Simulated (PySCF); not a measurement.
# SiH4S (SMILES [SiH3]S) at CCSDTQ/STO-6G

Aim: the energy change on altering one bond length of SiH4S at CCSDTQ/STO-6G, from 2 runs. 

The results are computed with PySCF 2.14.0.

6 further runs of the same task are left out: 6 set aside as unsound or not needed.

### Step 1. The system as given

The species is SiH4S (6 atoms), meant as a singlet with charge 0. As SMILES, `[SiH3]S`. The shape is that of a PBE0-D4/def2-TZVP optimisation.

Bond lengths: Si1–S2 2.137 Å, Si1–H3 1.485 Å, Si1–H4 1.482 Å, Si1–H5 1.485 Å, S2–H6 1.344 Å. Angles: Si1–S2–H6 94.7°, S2–Si1–H3 111.6°, S2–Si1–H4 104.8°, S2–Si1–H5 111.6°, H3–Si1–H4 110.0°, H3–Si1–H5 108.8°, H4–Si1–H5 110.0°.

### Step 2. The energy at CCSDTQ/STO-6G

start.xyz reads:

```xyz
6

Si    -0.169800    -0.263400    -0.436000
S      0.907300    -0.012600     1.392800
H     -1.629800    -0.074300    -0.241600
H      0.108600    -1.658300    -0.852500
H      0.299800     0.681200    -1.481100
H      0.526100     1.263300     1.572300
```

input.py reads:

```python
from pyscf import gto, cc

mol = gto.Mole()
mol.atom = 'start.xyz'
mol.max_memory = 1860
mol.verbose = 3
mol.basis = 'sto-6g'
mol.build()

mf = mol.RHF()
mf.conv_tol = 1e-10
mf.kernel()
if not mf.converged:
    mf = mf.newton().run(mf.mo_coeff, mf.mo_occ)

mycc = cc.CCSDTQ(mf, frozen=10)
mycc.kernel()
etot = mycc.e_tot
print(f'total energy: {etot:.8f} hartree')
```

Run with:

```
$ OMP_NUM_THREADS=1 python input.py
```

Log:

```text
converged SCF energy = -686.400764842714
_make_eris_incore_RCCSDTQ
RCCSDTQ converged
E(RCCSDTQ) = -686.4959452341971   E_corr = -0.09518039148327205
E_corr(same-spin) = -0.00261470122104284
E_corr(oppo-spin) = -0.0925656902622292
total energy: -686.49594523 hartree
```

Wall time 11 s (1 thread of Arm Neoverse V2, shared host); peak memory 0.14 GiB.

### Step 3. The distorted shape, same level

run.py reads:

```python
from pyscf import gto, cc

mol = gto.Mole()
mol.atom = [
    ('Si', (0.998245, -0.414686, -0.591526)),
    ('S', (2.075345, -0.163886, 1.237274)),
    ('H', (-1.629800, -0.074300, -0.241600)),
    ('H', (1.276645, -1.809586, -1.008026)),
    ('H', (1.467845, 0.529914, -1.636626)),
    ('H', (1.694145, 1.112014, 1.416774)),
]
mol.basis = 'sto-6g'
mol.verbose = 3
mol.charge = 0
mol.max_memory = 1860
mol.spin = 0
mol.build()

mf = mol.RHF()
mf.conv_tol = 1e-10
mf.kernel()
if not mf.converged:
    mf = mf.newton().run(mf.mo_coeff, mf.mo_occ)

mycc = cc.CCSDTQ(mf, frozen=10)
mycc.kernel()
e_tot = mycc.e_tot
print(f'total energy: {e_tot:.8f} hartree')
```

Run with:

```
$ OMP_NUM_THREADS=1 python run.py
```

Log:

```text
converged SCF energy = -686.155857920848
_make_eris_incore_RCCSDTQ
RCCSDTQ converged
E(RCCSDTQ) = -686.3410437682877   E_corr = -0.1851858474393472
E_corr(same-spin) = -0.00409852043738322
E_corr(oppo-spin) = -0.181087327001964
total energy: -686.34104377 hartree
```

Run time: 14 s. Hardware: 1 thread of Arm Neoverse V2, shared host; peak memory 0.14 GiB.

### Step 4. Results

At CCSDTQ/STO-6G, 10 core orbitals frozen:

| quantity | value |
| --- | --- |
| first shape: total energy | -686.49595 Eh |
| first shape: dipole moment (Hartree–Fock density) | 1.18 D |
| first shape: HOMO energy (Hartree–Fock orbitals) | -7.19 eV |
| first shape: LUMO energy (Hartree–Fock orbitals) | 10.80 eV |
| first shape: HOMO–LUMO gap (Hartree–Fock orbitals) | 18.00 eV |
| first shape: correlation energy (10 core orbitals frozen) | -95.2 mEh |
| first shape: T1 diagnostic | 0.005 |
| distorted shape: total energy | -686.34104 Eh |
| distorted shape: dipole moment (Hartree–Fock density) | 1.27 D |
| distorted shape: HOMO energy (Hartree–Fock orbitals) | -5.51 eV |
| distorted shape: LUMO energy (Hartree–Fock orbitals) | 3.70 eV |
| distorted shape: HOMO–LUMO gap (Hartree–Fock orbitals) | 9.21 eV |
| distorted shape: correlation energy (10 core orbitals frozen) | -185.2 mEh |
| distorted shape: T1 diagnostic | 0.022 |
| energy change with the Si1–H3 bond stretched from 1.485 to 2.673 Å | 4.215 eV |

With the Si1–H3 bond stretched from 1.485 to 2.673 Å the energy rises by 4.22 eV (97 kcal/mol). The first shape isn't relaxed at this level, so the change isn't measured from a minimum. The minimal basis adds a large error of its own.
